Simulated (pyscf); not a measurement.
A first-order saddle from PySCF, ωB97X-D3(BJ)/def2-SVP:

```xyz
8

C      0.3068     0.2211     0.4661
H     -0.6558    -0.4782     0.5489
H     -0.0776     0.6849     1.5194
H      0.8416    -0.7560    -0.0107
H      1.3964     0.4867     0.8714
C      0.0197     1.1980    -0.6266
H     -0.9388     1.1787    -1.1517
H      0.7613     1.9497    -0.9092
```
Charge 0, spin multiplicity 3.

Surface: triplet, charge 0. Lowest wavenumbers (cm⁻¹): 1519i, 152, 445, 659, 732.

**Question.** Name the species on either side of this saddle.

**Answer.** •H₂C–CH₃ + H• ⇌ •H₂C–CH₃ + H•, a substitution at C read from left to right: C–H broken and C–H formed. At CCSD(T)/def2-TZVPP + ΔMP2(QZVPP) it lies +209.7 kJ/mol from the left side and +209.7 kJ/mol from the right (each side as separated species at their lowest minima found). The same reactants have a lower exit, to CH₄ + CH₂ [triplet] (barrier +164.3 kJ/mol at ωB97M-D3(BJ), against +201.3 kJ/mol here). •H₂C–CH₃ + H• also meet on a surface of lower spin, which isn't treated here. •H₂C–CH₃ + H• also meet on a surface of lower spin, which isn't treated here. This is the saddle that the search found; another between the same sides may lie lower. The angle at the attacked C is 85°: a side-on saddle, likely not the lowest. The CCSD(T) − MP2 part came from Ansatz, without density fitting, on the same reference.
